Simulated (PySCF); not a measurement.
Species: C₃H₃Cl₃.
Cartesian coordinates in Å at the PBE0-D3(BJ)/def2-SVP level; atoms count from 1:
```xyz
9
C3H3Cl3 angstrom
C     -1.434    0.214   -0.144
C     -0.221    0.379    0.374
C      1.030   -0.313   -0.070
Cl     0.767   -1.475   -1.384
Cl     2.199    0.925   -0.617
Cl     1.731   -1.173    1.332
H     -1.616   -0.478   -0.970
H     -2.282    0.776    0.253
H     -0.041    1.074    1.200
```

The calculation used core-valence-separated Tamm–Dancoff BHandHLYP/aug-pcX-1 (pcseg-1 on H, def2-SVPD on Cl) in PySCF, non-relativistic, gas phase, PBE0-D3(BJ)/def2-SVP geometry. Absolute energies from this functional tend to lie a few eV below measured edges; no shift was applied.

The lowest roots of each edge with f over 0.003 (five at most, numbered afresh; weaker and dark ones are left out), with transition dipoles (au) in the frame of the coordinates:

```
root  edge  E (eV)       f       μx       μy       μz
   1     C  282.33  0.0616  -0.0163  -0.0686   0.0627
   2     C  282.93  0.0574   0.0157   0.0661  -0.0604
   3     C  286.12  0.0117   0.0116  -0.0278  -0.0275
   4     C  286.24  0.0132   0.0357  -0.0208  -0.0135
   5     C  286.54  0.0058   0.0169   0.0135   0.0191
```

**Question.** Molecules are fixed in this frame and the field points along y. What effective strengths 3 f cos²θ do the roots have (θ between field and μ)?

**Answer.** root 1 (C1): 0.098, root 2 (C2): 0.091, root 3 (C2): 0.016, root 4 (C1): 0.009, root 5 (C2): 0.004. Averaged over all orientations cos²θ is 1/3, which gives f back.

